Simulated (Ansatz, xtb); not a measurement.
Isomers of C3H3ClO in order of energy

5 gas-phase structures of C3H3ClO, from a drawn sample of its isomers (lower ones may exist). Each was relaxed with GFN2-xTB; where two conformers were screened, the lower at r2SCAN-D4/def2-SVP is listed:

A. `C=CC(=O)Cl`, a singlet
B. `O=C=CCCl`, a singlet
C. `CC(Cl)=C=O`, a singlet
D. `C=C(Cl)C=O`, a singlet
E. `O=C/C=C\Cl`, a singlet

**Question.** Estimate their order in r2SCAN-D4/def2-SVP energy at these geometries, lowest first.

**Answer.** Calculated order at r2SCAN-D4/def2-SVP: A (0.000), B (0.504), E (0.556), D (0.574), C (0.716) eV. Less than 1 kcal/mol parts E and D, so the order within that pair means little.

Energies above the lowest of each column, in eV; the last columns are at PBE0-D3(BJ)/def2-SVP geometries (a dash: not run or not comparable):

```
structure  GFN2-xTB  HF/STO-3G  r2SCAN-D4/def2-SVP  PBE0-D3(BJ)/def2-SVP  CCSD(T)/def2-SVP + ΔMP2/def2-TZVPP
        A     0.000      0.000               0.000                 0.000                               0.000
        B     0.134      0.246               0.504                 0.460                               0.482
        E     0.454      0.479               0.556                 0.506                               0.468
        D     0.470      0.419               0.574                 0.526                                   –
        C     0.153      0.346               0.716                 0.662                                   –
```

Every level run on A puts it lowest or level with the lowest. CCSD(T)/def2-SVP + ΔMP2/def2-TZVPP orders those it was run on as A (0.000), E (0.468), B (0.482) eV. Less than 1 kcal/mol parts E and B, so the order within that pair means little. Flexible structures stand in one conformer each, not always the lowest. Frequencies (PBE0-D3(BJ)/def2-SVP) were run for A, B, E alone. ΔMP2 is the change of the MP2 energy from the smaller to the larger basis.

Over these structures GFN2-xTB departs from r2SCAN-D4/def2-SVP by 0.191 eV on average once a common shift is removed. A GFN2-xTB relaxation took about 0.054 s and the r2SCAN-D4/def2-SVP energy about 1.1 s on a shared host (Ansatz 0.2.0, xtb 6.7.1).
